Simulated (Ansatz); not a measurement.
System: C4H3O, charge 0, multiplicity 2. It need not be the lowest isomer of its formula. SMILES: [c]1ccoc1
Geometry: optimised at B3LYP-D3(BJ)/def2-TZVP (Ansatz, a first-principles code).

Computed values are from Ansatz. Cores are frozen in the correlated levels unless marked. UHF or UKS for open shells. Spin-orbit coupling is left out. No relativistic terms. Basis-set limits of correlation are two-point, X^-3; Hartree-Fock from the larger set. The bracket is a focal-point correction in the basis named.

The UHF reference is spin-contaminated (<S^2> 0.32 over the pure value in the largest basis). 

Q: What is the atomisation energy De at RI-MP2/CBS(cc-pVTZ,cc-pVQZ)+[CCSD(T)-MP2]/cc-pVTZ?

A: 863.3 kcal/mol.

Q: What is the total energy at RI-MP2/CBS(cc-pVTZ,cc-pVQZ)+[CCSD(T)-MP2]/cc-pVTZ?

A: -229.0454 Eh.

Q: What is the dipole moment at wB97M-V/def2-TZVPD?

A: 0.60 D.

Q: What is the T1 diagnostic at CCSD/cc-pVTZ?

A: 0.040.
